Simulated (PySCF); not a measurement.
Cartesian coordinates in Å; atom numbers follow the order of the lines, from 1:
```xyz
7

Al    0.1265   -0.2162   -1.0861
S     0.1409   -0.2355    1.4885
H     0.5227    1.0456    1.6905
H    -1.1657    0.0457    1.6923
H     1.7169   -0.1985   -1.2464
H    -0.6749    1.1539   -1.2940
H    -0.6664   -1.5950   -1.2447
```

Geometry: PBE0-D3(BJ)/def2-SVP; GIAO shifts from PySCF 2.14, gas phase, non-relativistic, averaged over equivalent atoms.

At B3LYP/pcSseg-1 (pcSseg-2 on Al) (92 basis functions, 1.9 s wall time on 1 thread of an x86-64 server CPU, shared host):
| atoms | δ (ppm) |
| --- | --- |
| Al1 | 166.0 |
| S2 | -160.7 |
| H5/H6/H7 | 4.22 |
| H3/H4 | 2.29 |

Scale: 27Al (σref 571.15) against [Al(H2O)6]3+; 33S (σref 485.41) against CS2; TMS for 1H (σref 31.38) (reference shieldings calculated alike).

Question: What do these become at PBE0/pcSseg-1 (pcSseg-2 on Al)?

Answer: 
```json
{"atoms": "Al1", "δ at PBE0/pcSseg-1 (pcSseg-2 on Al)": "162.6", "change": "-3.4"}
{"atoms": "S2", "δ at PBE0/pcSseg-1 (pcSseg-2 on Al)": "-174.6", "change": "-13.9"}
{"atoms": "H5/H6/H7", "δ at PBE0/pcSseg-1 (pcSseg-2 on Al)": "4.32", "change": "+0.10"}
{"atoms": "H3/H4", "δ at PBE0/pcSseg-1 (pcSseg-2 on Al)": "2.44", "change": "+0.15"}
```

Scale: 27Al (576.18 ppm) vs [Al(H2O)6]3+; 33S (495.66 ppm) against CS2; 1H (31.27 ppm) vs TMS (reference shieldings calculated alike).

The largest change is at S2 (sulfur bonded to Al, 2 H). Cost: 92 basis functions, 3 s wall time on 1 thread of an x86-64 server CPU, shared host.
